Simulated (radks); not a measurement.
# Si³⁺ in [Ne] 3s0.5 4f0.5: an all-electron calculation

Wanted: eigenvalues, radial structure and energy terms of the silicon ion Si3+.

Method: scalar-relativistic Kohn-Sham, B86b exchange with PBE correlation, spin-unpolarised, spherical densities, point nucleus. Code: radks (a radial shooting solver on a logarithmic mesh, Libxc functionals) version 1.

## (1) The atom as given

```
element       : silicon (Z = 14)
charge        : +3
electrons     : 11
configuration : [Ne] 3s0.5 4f0.5
```

## (2) The calculation

The run's settings:

```text
Z 14
configuration [Ne] 3s0.5 4f0.5 3p0 4s0 3d0 5f0
relativity scalar-relativistic
functional b86_mgc,pbe
spin unpolarised
nucleus point
c 137.035999084
```

Q: Predict the outcome of this run.

As calculated:

```
                        quantity                value
                    total energy   -287.27519 hartree
exchange-correlation share of it               6.89 %
                            −T/E               1.0027
          highest occupied level       4f, -10.613 eV
    most extended occupied level  4f, <r> = 4.79 bohr
 radius at density 0.001 e/bohr³            3.21 bohr
    maxima of the radial density                    3
```

4 principal shells are occupied and 3 maxima appear in the radial density; where shells overlap, one shows as a shoulder or not at all. Relativity lifts −T/E to 1.003. This is not the tabulated ground configuration, so its levels and sizes aren't those of the ground state, and no measured value stands beside it.
